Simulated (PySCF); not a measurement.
# PBE0/def2-QZVPP run of AlH (SMILES [AlH])

Aim: a structure relaxation of AlH. The job is set up through a Python script.

The calculation is run with PySCF 2.14.0.

5 further runs of the same task are left out: 5 set aside as unsound or not needed.

### 1 The molecule

The species is AlH (2 atoms), meant as a singlet with charge 0. As SMILES, `[AlH]`. The shape comes from GFN2-xTB, which is rough for such elements, and wasn't checked as a minimum. The run starts from this shape.

Bond lengths: Al1–H2 1.613 Å.

### 2 A geometry optimisation at PBE0/def2-QZVPP

Contents of geometry.xyz:

```xyz
2

Al     0.000000     0.000000     0.000000
H      0.000000     0.000000     1.613470
```

Contents of run.py:

```python
# AlH
from pyscf import gto, dft
from pyscf.geomopt.geometric_solver import kernel as optimise

mol = gto.Mole()
mol.atom = 'geometry.xyz'
mol.max_memory = 1860
mol.verbose = 3
mol.basis = 'def2-qzvpp'
mol.spin = 0
mol.build()

mf = dft.RKS(mol)
mf.xc = 'pbe0'
mf.grids.level = 4
mf.conv_tol = 1e-10
converged, mol_eq = optimise(mf, maxsteps=60, convergence_set='GAU_TIGHT')
print('converged:', converged)
print(mol_eq.tostring())

mf.reset(mol_eq)
mol = mol_eq
mf.kernel()
if not mf.converged:
    mf = mf.newton().run(mf.mo_coeff, mf.mo_occ)
e_tot = mf.e_tot
print('E(%s) = %.9f' % ('PBE0', e_tot))
```

Launch:

```console
OMP_NUM_THREADS=1 python run.py
```

Q: Predict the results. Wanted: total energy at the end; dipole moment; HOMO energy; LUMO energy; HOMO–LUMO gap; bond length.

Computed results:

At PBE0/def2-QZVPP:

```
               quantity          value
total energy at the end  -242.86713 Eh
          dipole moment         0.09 D
            HOMO energy       -5.83 eV
            LUMO energy       -1.82 eV
          HOMO–LUMO gap        4.01 eV
            bond length        1.662 Å
```

In words: At the final geometry: Bond lengths: Al1–H2 1.662 Å. The optimisation took 4 steps and changed the energy by -0.012 eV.
